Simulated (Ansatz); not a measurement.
## doublet S₂(-): levels of theory in one basis

```yaml
atoms:
  - { symbol: S, position_ang: [0.0000, 0.0000, -1.0908] }
  - { symbol: S, position_ang: [0.0000, 0.0000, 1.0908] }
```

Basis set: def2-SVP (spherical functions). Left uncorrelated: 10 orbitals. Correlation on ROHF uses semicanonical orbitals with singles. Charge -1, multiplicity 2.

Computed with Ansatz (development build ahead of 0.2.0); the reference of a correlated method needn't be the lowest determinant of its kind.

| method | E − E(ROHF) (eV) | <S²> of the determinant |
| --- | --- | --- |
| ROHF | 0.00 | 0.75 |
| UHF | -0.12 | 0.76 |
| ROHF-MP2 | -6.59 | – |
| UHF-MP2 | -6.59 | 0.76 |
| ROHF-CCSD(T) | -7.61 | – |
| UHF-CCSD(T) | -7.61 | – |

Caution: no diffuse functions for an anion. Caution for UHF-CCSD(T): the determinant is a saddle point; the amplitudes may be one of several solutions.
